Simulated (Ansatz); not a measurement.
## Ansatz (development build ahead of 0.2.0) run

```yaml
crystal:
  periodic: [false, false, false]
  atoms:
    - { symbol: B, position_ang: [-0.00714, 0.00239, -1.32981] }
    - { symbol: C, position_ang: [0.00713, -0.00661, 0.18035] }
    - { symbol: O, position_ang: [-0.00857, 0.0029, 1.31033] }
    - { symbol: H, position_ang: [0.00517, -1.17469, -1.63797] }
    - { symbol: H, position_ang: [-1.02582, 0.59591, -1.65156] }
    - { symbol: H, position_ang: [1.02702, 0.58444, -1.65038] }
basis:
  gaussian: { orbitals: cc-pVDZ }
hamiltonian:
  xc: hf
correlation:
  method: mp2
  frozen_orbitals: { B: 1, C: 1, H: 0, O: 1 }
```

The input is written out in the form of the current development build from the run's settings.

The run gave:

| Quantity | Value |
| --- | --- |
| Converged | yes |
| Reference energy | -139.15036 hartree |
| Correlation energy | -0.40764 hartree |
| Total energy | -139.55800 hartree |
| Spin squared of the determinant | 0.000 |
